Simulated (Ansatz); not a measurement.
# AlSiH5 (singlet): wave-function methods side by side at distance Al1–H4 along a hydrogen transfer = 1.746 Å, cc-pVTZ

One table from this session's results is given with a row withheld; the runs are named, their logs left out.

Computed with Ansatz 0.2.0, Gaussian basis. Level: cc-pVTZ, core rule «outside noble gas», up to 10 orbitals frozen.

To be run: UHF; CCSD(T) on RHF; CCSD(T) on UHF; BCCD(T) on RHF; CCSDT(Q) on RHF.

### The geometry

The geometry derives from fragments relaxed apart (PBE0/def2-TZVP) and kept rigid, so it is no stationary point. A hydrogen atom is moved between rigid fragments.

7 atoms, charge 0, spin multiplicity 1.

Atoms are counted from 1 here; the program's logs count them from 0.

Bond lengths: Al1–H2 1.586 Å, Al1–H3 1.586 Å, Al1–H4 1.746 Å, H4–Si5 1.654 Å, Si5–H6 1.526 Å, Si5–H7 1.526 Å. Angles: H2–Al1–H3 120.0°, H2–Al1–H4 120.0°, H3–Al1–H4 120.0°, Al1–H4–Si5 180.0°, H4–Si5–H6 113.7°, H4–Si5–H7 113.7°, H6–Si5–H7 91.2°.

Coordinates:

```csv
atom,x (Å),y (Å),z (Å)
Al1,-1.72593,0.02932,0.00000
H2,-2.51886,1.40271,0.00000
H3,-2.51886,-1.34406,0.00000
H4,0.02007,0.02932,0.00000
Si5,1.67407,0.02932,0.00000
H6,2.28625,-0.84496,1.09001
H7,2.28625,-0.84496,-1.09001
```

The first run:

File in.yaml:

```yaml
crystal:
  periodic: [false, false, false]
  atoms:
    - {symbol: Al, position_ang: [-1.725933, 0.029322, 0.000000]}
    - {symbol: H, position_ang: [-2.518856, 1.402706, 0.000000]}
    - {symbol: H, position_ang: [-2.518857, -1.344062, 0.000000]}
    - {symbol: H, position_ang: [0.020067, 0.029322, 0.000000]}
    - {symbol: Si, position_ang: [1.674067, 0.029322, 0.000000]}
    - {symbol: H, position_ang: [2.286247, -0.844962, 1.090012]}
    - {symbol: H, position_ang: [2.286247, -0.844962, -1.090012]}
basis:
  gaussian: {orbitals: cc-pVTZ}
magnetization: {spin_polarized: true, initial_magnetization: 0}
hamiltonian: {xc: hf}
output: {orbitals: {seedname: orbitals}}
```

The run is started by

```console
$ ansatz run in.yaml --threads 1 --pin off --events-out ev --progress --plain --max-ram 4096MiB --backend cpu
```

Among the steps run: UHF; CCSD(T) on RHF; CCSD(T) on UHF; BCCD(T) on RHF; CCSDT(Q) on RHF.

One of the session's tables, all rows but one given; the rest of the session is left out.

It belongs to the step «Misses and costs». 

```
   method  from RCCSDT(Q) (meV)
      RHF               +7510.7
      UHF               +7507.6
     RMP2                     ?
    RCCSD                +273.9
 RCCSD(T)                 +52.6
  BCCD(T)                 +51.6
   RCCSDT                 +11.2
RCCSDT(Q)                     0
```

Estimate the missing values for RMP2.

The run gave: from RCCSDT(Q) (meV): +1550.9. In the column «from RCCSDT(Q) (meV)» it lies between RCCSD (+273.9) and UHF (+7507.6).

Not comparable, so not listed: CCSD(T) on UHF (they don't share determinant, frozen orbitals or solution with the rows shown, or repeat one).

Limits of these values: Warnings: restricted reference is unstable; spin contamination.
